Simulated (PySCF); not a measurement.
B₂⁺: from constants to spectrum

ROHF-CCSD(T) constants of B₂⁺, ²Σg⁺ (doublet), unpaired electrons σ ↑ (PySCF, no relativity, basis sets B 6-31G(d,p); masses 11.0093 and 11.0093 u):

```
ωe              : 425.0 cm⁻¹
ωexe            : 4.6 cm⁻¹
Be              : 0.66073 cm⁻¹
αe              : 0.0118 cm⁻¹
D (centrifugal) : 6.39e-06 cm⁻¹
De to B⁺ + B    : 1.95 eV
```

Question: Give the vibrational terms G(v) and spacings up to v = 3.

Answer: G(v) = ωe(v+½) − ωexe(v+½)².

```tsv
v	G(v) (cm⁻¹)	G(v) − G(v−1)	Bv (cm⁻¹)
0	211		0.6548
1	627	416	0.6430
2	1034	407	0.6312
3	1431	397	0.6194
```

Question: How well does the Morse estimate ωe²/(4ωexe) reproduce De, and what is D0?

Answer: It gives 1.22 eV, 62 % of the computed De. D0 = De − G(0) = 1.95 − 0.03 = 1.92 eV.

Correlated steps freeze 2 core orbitals. Correlated levels converge slowly with the basis: in double zeta they bind strong bonds too weakly, by up to about 1 eV, and carry superposition errors of some tenths. The state was picked by a PBE0 search and need not be the measured ground state.
